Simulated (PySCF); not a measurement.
AlOCl, optimised at GFN2-xTB:

```xyz
3

Al     0.0889     0.0942    -0.0736
O      1.0233     1.0849    -0.8476
Cl    -1.1122    -1.1792     0.9213
```

Computed with PySCF (xtb for GFN2) and rigid-rotor harmonic-oscillator thermochemistry at 1 bar. 6-31G* has spherical d functions here. All species are closed-shell singlets. B3LYP is the form with VWN-RPA correlation.

### Question
List the harmonic frequencies (cm⁻¹, unscaled) at this level and at the other levels, each on its own geometry.

### Answer
- GFN2-xTB: 233, 233, 505, 1171
- B3LYP/6-31G*: 163, 164, 479, 1118
- HF/6-31G*: 195, 195, 516, 1229
- PBE/def2-SVP: 170, 170, 479, 1092
- PBE0/def2-TZVP: 180, 181, 493, 1136
